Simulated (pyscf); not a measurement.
One substitution at C on the doublet surface with elements of a group swapped. ωB97M-D3(BJ)/def2-TZVP, kcal/mol, from the separated reactants. PySCF, gas phase, ωB97X-D3(BJ)/def2-SVP geometries.

```json
[
 {"step": "CH₄ + [H₃C–Al–F]• → H₃C–Al(CH₃)–F + H•", "barrier": "47.9", "reaction energy": "+24.2", "imaginary mode (i cm⁻¹)": "1712"},
 {"step": "CH₄ + [H₃C–Al–Cl]• -> H₃C–Al(CH₃)–Cl + H•", "barrier": "47.9", "reaction energy": "+24.7", "imaginary mode (i cm⁻¹)": "1727"}
]
```

Each row is the saddle that its search found.
